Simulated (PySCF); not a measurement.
Give a GFN2-xTB geometry of 2-thiophenethiol, `Sc1cccs1`.

Z-matrix in Å and degrees, rows numbered from 1:
```
S 
C   1  1.7560
C   2  1.3616  1  126.24
C   3  1.4129  2  112.30  1   179.99
C   4  1.3552  3  113.10  2    -0.03
S   5  1.7228  4  112.05  3     0.05
H   1  1.3316  2   95.74  3  -179.44
H   3  1.0742  2  123.26  1    -0.05
H   4  1.0751  3  123.40  2   179.97
H   5  1.0713  4  128.93  3  -179.99
```

The C–S distances run from 1.723 Å (C5–S6, aromatic) to 1.756 Å (S1–C2, drawn single), a spread of 0.033 Å. The C–C distances run from 1.355 Å (C4–C5, aromatic) to 1.413 Å (C3–C4, aromatic), a spread of 0.058 Å. S6 (thiophene-type sulfur) is bent (angle 90.7°). The 6 heavy atoms lie in one plane (0.000 Å rms).

The geometry is computed with GFN2-xTB (gas phase).

Point group: Cs (tolerance 0.08 Å). No frequency check. One conformer, not necessarily the lowest (H–S1–C2–C3 -179°).
